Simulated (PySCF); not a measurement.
Part of a log for `[OH-]` (hydroxide): ground state, then the species with a core hole.

The calculation used delta-SCF UKS SCAN, pcX-2 on the ionised atom, pcseg-1 elsewhere, spin-free X2C in PySCF 2.14.0. The program numbers atoms from 0. The cycles run on a coarse integration grid; for E(ground) and E(ion) the exchange–correlation energy is redone on a finer one, so they differ from the last cycle, and only they enter the binding energy.

Coordinates (Å, PBE0-D3(BJ)/def2-SVP):
```
O      0.513449    -0.081417     0.007018
H     -0.463739    -0.006303    -0.029238
```

```
ground state, core basis on atom 0 (O), 50 functions
  cycle   1  E = -75.57375680  |g| = 1.14e+00
  cycle   2  E = -74.75090300  |g| = 2.25e+00
  cycle   3  E = -75.82821417  |g| = 1.05e-01
  cycle   4  E = -75.83049249  |g| = 1.05e-02
  cycle   5  E = -75.83050078  |g| = 4.64e-03
  cycle   6  E = -75.83050489  |g| = 3.16e-04
  E(ground) = -75.82833860 Eh
hole in O 1s of atom 0
  cycle   1  E = -55.64444308  |g| = 2.21e+00
  cycle   2  E = -55.36444426  |g| = 2.13e+00
  cycle   3  E = -56.43235988  |g| = 2.90e-01
  cycle   4  E = -56.44931713  |g| = 2.37e-02
  cycle   5  E = -56.44947294  |g| = 9.83e-03
  cycle   6  E = -56.44950737  |g| = 2.00e-03
  cycle   7  E = -56.44951038  |g| = 4.66e-04
  E(ion) = -56.44945737 Eh   <S^2> = 0.7640   hole on atom = 1.000
```

**Question.** What is the O 1s binding energy of atom 0?

**Answer.** (-56.449457 − (-75.828339)) Eh × 27.2114 eV/Eh = 527.33 eV, for the oxygen bonded to H.

The species carries charge -1, so core ionisation leaves a neutral species. The basis sets have no added diffuse functions. Geometry: PBE0-D3(BJ)/def2-SVP; no solvent, vibrations or thermal averaging. The geometry's basis has no diffuse functions, a weakness for an anion.
Labels such as C1 count atoms from 1, the log's own numbers from 0.
